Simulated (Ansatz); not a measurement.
**Correlation methods on CH2, triplet**

Computed with Ansatz's Gaussian-basis code (development build); BCCD by scripts on PySCF. Settings: STO-3G; 1 core orbital frozen; no relativity. Perturbation and coupled-cluster methods stand on the Hartree–Fock determinant that coupled cluster favours; RHF here means ROHF, with semicanonical perturbation theory. The state met can differ between shapes. The basis is small, far from the limit.

Shape A:

```xyz
3

C     0.0000    0.0000    0.0000
H     0.0000    1.1880    0.5040
H     0.0000   -0.9900    0.4200
```

Shape B. A bond is stretched, to 1.51 times the sum of the covalent radii.

```xyz
3

C     0.0000    0.0000    0.0000
H     0.0000    1.4850    0.6300
H     0.0000   -0.9900    0.4200
```

Correlation energy of CCSD(T), then each method's total less that of CCSD(T), in eV:

```json
{"case": "A RHF", "E corr CCSD(T)": "-1.414", "CCSD": "+0.005", "BCCD": "+0.004", "BCCD(T)": "0.000", "determinant": "–"}
{"case": "A UHF", "E corr CCSD(T)": "-1.261", "CCSD": "+0.004", "BCCD": "+0.004", "BCCD(T)": "0.000", "determinant": "⟨S²⟩ = 2.030"}
{"case": "B RHF", "E corr CCSD(T)": "-2.041", "CCSD": "+0.012", "BCCD": "+0.011", "BCCD(T)": "0.000", "determinant": "–"}
{"case": "B UHF", "E corr CCSD(T)": "-1.678", "CCSD": "+0.011", "BCCD": "+0.009", "BCCD(T)": "-0.002", "determinant": "⟨S²⟩ = 2.298"}
```

Q: How far does full CI lie from CCSD(T) in each case, and where is CCSD(T) within 1 kcal/mol (0.043 eV)?

A: A RHF: -0.003 eV (within); A UHF: -0.003 eV (within); B RHF: -0.008 eV (within); B UHF: -0.010 eV (within).
